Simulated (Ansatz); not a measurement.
`CC(CF)CF` + HCl → `CC(Cl)CF` + `CF`  (substitution at a C–C bond)

Isolated molecules relaxed with PBE0-D4/def2-TZVP in Ansatz; ΔE leaves out vibrations. CCSD(T)/CBS is the MP2 limit (def2-TZVPP, def2-QZVPP) plus CCSD(T) − MP2 in def2-TZVPP, frozen cores. This one scheme is used for every species. Functionals use def2-TZVPP. One conformer a species, not always the lowest.

| level | ΔE (kJ/mol) |
| --- | --- |
| CAM-B3LYP | 30.0 |
| CCSD/CBS(def2) | 31.5 |

What does CCSD(T)/CBS give? (An estimate is asked.)

The calculation gave: +30.6 kJ/mol. The listed levels differ from it by -0.6, 0.9 kJ/mol.

Largest T1 diagnostic among the species: 0.010.

From BLYP to BHLYP (50 % exact exchange), in def2-TZVPP and without D4, ΔE moves by +8.1 kJ/mol. At CCSD(T), def2-SVP lies +13.4 kJ/mol from the extrapolated value and def2-TZVPP +3.6 kJ/mol. In def2-TZVPP, CCSD(T) changes the Hartree–Fock value by +8.7 kJ/mol (the triples alone add −0.9 kJ/mol) and MP2 by +6.3 kJ/mol.

CCSD(T)/CBS has its own doubt, a few kJ/mol and more with outer-core shells, so smaller differences from it don't rank the levels.
